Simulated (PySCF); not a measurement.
**[NO2]+ (SMILES O=[N+]=O) at CCSDT(Q)/STO-6G**

Aim: the energy change on altering one bond length of [NO2]+ at CCSDT(Q)/STO-6G, from 2 runs. Input form: a Python script.

Program for the calculation: PySCF 2.14.0.

8 further runs of the same task are left out: 8 set aside as unsound or not needed.

### Step 1. The system as given

[NO2]+ has 3 atoms, charge +1, and is taken as a singlet. As SMILES, `O=[N+]=O`. The coordinates come from a GFN2-xTB relaxation.

Bond lengths: O1–N2 1.091 Å, N2–O3 1.091 Å. Angles: O1–N2–O3 180.0°.

### Step 2. The energy at CCSDT(Q)/STO-6G

mol.xyz

```xyz
3
NO2
O     -0.563200     0.911190    -0.206000
N     -0.000010    -0.000010     0.000000
O      0.563210    -0.911180     0.206000
```

run.py

```python
# nitryl ion
from pyscf import gto, cc

mol = gto.Mole()
mol.atom = 'mol.xyz'
mol.charge = 1
mol.basis = 'sto-6g'
mol.spin = 0
mol.max_memory = 1860
mol.verbose = 4
mol.build()

mf = mol.RHF()
mf.conv_tol = 1e-10
mf.kernel()
if not mf.converged:
    mf = mf.newton().run(mf.mo_coeff, mf.mo_occ)

mycc = cc.CCSDT(mf, frozen=3)
mycc.kernel()
e_bracket, e_q = mycc.ccsdt_q()
energy = mycc.e_tot + e_q
print('E = %.10f Eh' % energy)
```

Run with:

```console
$ OMP_NUM_THREADS=1 python run.py
```

The program printed:

```text
PySCF version 2.14.0

[INPUT] num. atoms = 3
[INPUT] num. electrons = 22
[INPUT] charge = 1
[INPUT] spin (= nelec alpha-beta = 2S) = 0
[INPUT] symmetry False subgroup None
[INPUT] Mole.unit = angstrom
[INPUT] Symbol           X                Y                Z      unit          X                Y                Z       unit  Magmom
[INPUT]  1 O     -0.563200000000   0.911190000000  -0.206000000000 AA   -1.064293753355   1.721899547442  -0.389283581660 Bohr   0.0
[INPUT]  2 N     -0.000010000000  -0.000010000000   0.000000000000 AA   -0.000018897261  -0.000018897261   0.000000000000 Bohr   0.0
[INPUT]  3 O      0.563210000000  -0.911180000000   0.206000000000 AA    1.064312650616  -1.721880650181   0.389283581660 Bohr   0.0

nuclear repulsion = 69.856929396042
number of shells = 9
number of NR pGTOs = 90
number of NR cGTOs = 15
basis = sto-6g
ecp = {}

******** <class 'pyscf.scf.hf.RHF'> ********
method = RHF
initial guess = minao
damping factor = 0
level_shift factor = 0
DIIS = <class 'pyscf.scf.diis.CDIIS'>
diis_start_cycle = 1
diis_space = 8
diis_damp = 0
SCF conv_tol = 1e-10
SCF conv_tol_grad = None
SCF max_cycles = 50
direct_scf = True
direct_scf_tol = 1e-13
Set gradient conv threshold to 1e-05
Initial guess from minao.
init E= -204.753798869047
  HOMO = -0.411056668001956  LUMO = 0.152116140732135  gap/eV = 15.32471
cycle= 1 E= -202.647829005347  delta_E= 2.11  |g|= 0.862  |ddm|=    3
  HOMO = -0.85835349693378  LUMO = -0.27370800883244  gap/eV = 15.90901
cycle= 2 E= -202.781954607898  delta_E= -0.134  |g|= 0.451  |ddm|=  1.4
  HOMO = -0.893838862393086  LUMO = -0.228231162591077  gap/eV = 18.11211
cycle= 3 E= -202.830075480432  delta_E= -0.0481  |g|= 0.0151  |ddm|= 0.457
  HOMO = -0.892041259688262  LUMO = -0.222163101873043  gap/eV = 18.22831
cycle= 4 E= -202.830142519972  delta_E= -6.7e-05  |g|= 0.00102  |ddm|= 0.0287
  HOMO = -0.891837152318123  LUMO = -0.222939865083146  gap/eV = 18.20162
cycle= 5 E= -202.830142823634  delta_E= -3.04e-07  |g|= 0.000312  |ddm|= 0.0015
  HOMO = -0.89186489218163  LUMO = -0.222898072352778  gap/eV = 18.20351
cycle= 6 E= -202.830142866299  delta_E= -4.27e-08  |g|= 9.43e-05  |ddm|= 0.000896
  HOMO = -0.891865327660047  LUMO = -0.22289742360396  gap/eV = 18.20354
cycle= 7 E= -202.83014286872  delta_E= -2.42e-09  |g|= 1.04e-05  |ddm|= 0.000113
  HOMO = -0.891864934039181  LUMO = -0.222898014110381  gap/eV = 18.20352
cycle= 8 E= -202.830142868754  delta_E= -3.43e-11  |g|= 1.09e-06  |ddm|= 1.77e-05
  HOMO = -0.891864975641244  LUMO = -0.222897802131248  gap/eV = 18.20352
Extra cycle  E= -202.830142868755  delta_E= -6.25e-13  |g|= 3.55e-07  |ddm|= 1.83e-06
converged SCF energy = -202.830142868755

******** <class 'pyscf.cc.rccsdt.RCCSDT'> ********
RCCSDT nocc = 8, nmo = 12
Allocating only the i<=j<=k part of the T3 amplitude in memory
frozen orbitals 3
max_cycle = 50
conv_tol = 1e-07
conv_tol_normt = 1e-06
diis with the T3 amplitude
diis_space = 6
diis_start_cycle = 0
diis_start_energy_diff = 1e+09
einsum_backend: numpy
_make_eris_incore_RCCSDT
blksize  8    blksize_oovv  4    blksize_oooo  4    blksize_vvvv  1

WARN: A large `blksize` is being used, which may cause large memory consumption
      for storing contraction intermediates. If memory is sufficient, consider using
      `pyscf.cc.rccsdt_highm.RCCSDT` instead.

Approximate memory usage estimate
    T3 memory                60.0 KB
    R3 memory                60.0 KB
    Symmetrized T3 memory    36.0 KB
    ERIs memory               162 KB
    T1-ERIs memory            162 KB
    Intermediates memory      162 KB
    Block workspace          96.0 KB
    T3 einsum buffer         96.0 KB
Total estimated memory        834 KB
Init t2, MP2 energy = -203.099904240894  E_corr(MP2) -0.269761372139
Init E_corr(RCCSDT) = -0.269761372139421
cycle =  1  E_corr(RCCSDT) = -0.217287630130  dE =  5.247374200951e-02  norm(d tamps) = 1.23662306e-01
cycle =  2  E_corr(RCCSDT) = -0.283815101750  dE = -6.652747161995e-02  norm(d tamps) = 1.12122535e-01
cycle =  3  E_corr(RCCSDT) = -0.260697278532  dE =  2.311782321750e-02  norm(d tamps) = 6.99889496e-02
cycle =  4  E_corr(RCCSDT) = -0.264699766426  dE = -4.002487893229e-03  norm(d tamps) = 9.56702727e-03
cycle =  5  E_corr(RCCSDT) = -0.265342895538  dE = -6.431291119719e-04  norm(d tamps) = 2.97351168e-03
cycle =  6  E_corr(RCCSDT) = -0.265452259705  dE = -1.093641677594e-04  norm(d tamps) = 1.15901558e-03
cycle =  7  E_corr(RCCSDT) = -0.265360046524  dE =  9.221318113473e-05  norm(d tamps) = 3.17193173e-04
cycle =  8  E_corr(RCCSDT) = -0.265383131855  dE = -2.308533073853e-05  norm(d tamps) = 1.28988358e-04
cycle =  9  E_corr(RCCSDT) = -0.265387957742  dE = -4.825886783633e-06  norm(d tamps) = 4.98759867e-05
cycle = 10  E_corr(RCCSDT) = -0.265383300542  dE =  4.657199774827e-06  norm(d tamps) = 1.83390023e-05
cycle = 11  E_corr(RCCSDT) = -0.265384774006  dE = -1.473464379176e-06  norm(d tamps) = 6.73772134e-06
cycle = 12  E_corr(RCCSDT) = -0.265384225978  dE =  5.480287056936e-07  norm(d tamps) = 2.49952688e-06
cycle = 13  E_corr(RCCSDT) = -0.265384346846  dE = -1.208686353227e-07  norm(d tamps) = 1.08084907e-06
cycle = 14  E_corr(RCCSDT) = -0.265384435111  dE = -8.826509945159e-08  norm(d tamps) = 3.70893019e-07
RCCSDT converged
E(RCCSDT) = -203.0955273038662   E_corr = -0.2653844351113445
E_corr(same-spin) = -0.0609194481772204
E_corr(oppo-spin) = -0.204464986934124
_make_eris_incore_RCCSDT
[Q] correction =  8.511607936857e-04    (Q) correction = -8.185474214519e-04
E = -203.0963458513 Eh
```

Wall time 1.7 s (1 thread of Arm Neoverse V2, shared host); peak memory 0.12 GiB.

### Step 3. The distorted shape at the same level

geometry.xyz

```xyz
3
NO2
O     -1.013790     1.640149    -0.370805
N     -0.450600     0.728949    -0.164805
O      0.563210    -0.911180     0.206000
```

calc.py

```python
from pyscf import gto, scf, cc

system = gto.M(
    atom='geometry.xyz',
    charge=1,
    max_memory=1860,
    verbose=3,
    basis='sto-6g',
)

hf = scf.RHF(system)
hf.conv_tol = 1e-10
hf.kernel()
if not hf.converged:
    hf = hf.newton().run(hf.mo_coeff, hf.mo_occ)

mycc = cc.CCSDT(hf, frozen=3)
mycc.kernel()
e_bracket, e_q = mycc.ccsdt_q()
e_tot = mycc.e_tot + e_q
print('E = %.10f Eh' % e_tot)
```

Run with:

```console
$ OMP_NUM_THREADS=1 python calc.py
```

The program printed:

```text
converged SCF energy = -202.79216549784
_make_eris_incore_RCCSDT

WARN: A large `blksize` is being used, which may cause large memory consumption
      for storing contraction intermediates. If memory is sufficient, consider using
      `pyscf.cc.rccsdt_highm.RCCSDT` instead.

RCCSDT converged
E(RCCSDT) = -203.0184807751174   E_corr = -0.2263152772777776
E_corr(same-spin) = -0.0413216660459084
E_corr(oppo-spin) = -0.184993611231869
_make_eris_incore_RCCSDT
E = -203.0220541572 Eh
```

Run time: 2.2 s. Hardware: 1 thread of Arm Neoverse V2, shared host; peak memory 0.1 GiB.

### Step 4. What came out

Level: CCSDT(Q)/STO-6G, 3 core orbitals frozen.

```
                                                         quantity          value
                                        first shape: total energy  -203.09635 Eh
                 first shape: HOMO energy (Hartree–Fock orbitals)      -24.27 eV
                 first shape: LUMO energy (Hartree–Fock orbitals)       -6.07 eV
               first shape: HOMO–LUMO gap (Hartree–Fock orbitals)       18.20 eV
         first shape: correlation energy (3 core orbitals frozen)     -266.2 mEh
                                       first shape: T1 diagnostic          0.017
                                    distorted shape: total energy  -203.02205 Eh
             distorted shape: HOMO energy (Hartree–Fock orbitals)      -18.05 eV
             distorted shape: LUMO energy (Hartree–Fock orbitals)       -8.17 eV
           distorted shape: HOMO–LUMO gap (Hartree–Fock orbitals)        9.88 eV
     distorted shape: correlation energy (3 core orbitals frozen)     -229.9 mEh
                                   distorted shape: T1 diagnostic          0.038
energy change with the N2–O3 bond stretched from 1.091 to 1.963 Å       2.022 eV
```

What this shows: With the N2–O3 bond stretched from 1.091 to 1.963 Å the energy rises by 2.02 eV (47 kcal/mol). The first shape isn't relaxed at this level, so the change isn't measured from a minimum. The minimal basis adds a large error of its own. The T1 diagnostic (distorted shape) of 0.038 is above the customary mark for such species, so a single reference may not serve. Mulliken charges (distorted shape) of the mean-field density run from +0.09 on O3 to +0.60 on N2.
